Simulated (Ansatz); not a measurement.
# NP (charge +1): a ladder of methods at one geometry

Run with Ansatz's Python interface.

The script reads `np.xyz`:
```text
2

P     0.00000    0.00000    0.00000
N     0.00000    0.00000    1.82000
```

`methods.py`
```python
"""NP(+) at several levels of theory."""

import ansatz as az

mol = az.Crystal.molecule_from_extxyz("np.xyz")

job = mol.calculation().basis(gaussian="def2-SVP").charge(1).spin("collinear", total=1)

methods = ["mp2", "ccsd", "ccsd_t", "ccsdt"]
batch = az.Session.batch([job.correlation(m).input() for m in methods])
reports = sorted(batch.plan().execute().molecular_reports, key=lambda each: each["member"])
print(f"Hartree-Fock reference {reports[0]['reference_energy_ev'] / 27.211386246:.6f} Ha")
best = reports[-1]["free_energy_ev"] - reports[-1]["reference_energy_ev"]
for method, each in zip(methods, reports):
    gained = each["free_energy_ev"] - each["reference_energy_ev"]
    print(f"{method:8s} total {each['free_energy_ev'] / 27.211386246:.6f} Ha  correlation {gained:9.4f} eV  ({100 * gained / best:.1f} % of the last)")
```

```console
$ python methods.py
RunWarning: Member 1: the results are in doubt because among natural orbitals full CI differs from the method by -0.098 eV
Hartree-Fock reference -394.601704 Ha
mp2      total -394.743345 Ha  correlation   -3.8543 eV  (53.2 % of the last)
ccsd     total -394.809762 Ha  correlation   -6.0754 eV  (83.9 % of the last)
ccsd_t   total -394.824232 Ha  correlation   -7.1545 eV  (98.8 % of the last)
ccsdt    total -394.827438 Ha  correlation   -7.2417 eV  (100.0 % of the last)
```
(Warnings from the package without file and line.)

Caveats:
- The settings weren't tested for convergence.
- The geometry is a force-field or estimated start, not a minimum of this method, and the basis set is short of its limit. A lower total doesn't mark the better method: functionals have no common bound, and MP2 and coupled cluster aren't variational.
- The species is open-shell (spin multiplicity 2).
- Inner cores stay frozen, so this is valence correlation.
- The spin state was assumed, and another may lie lower.

(Lines on the test bed's own set-up are left out of the output.)
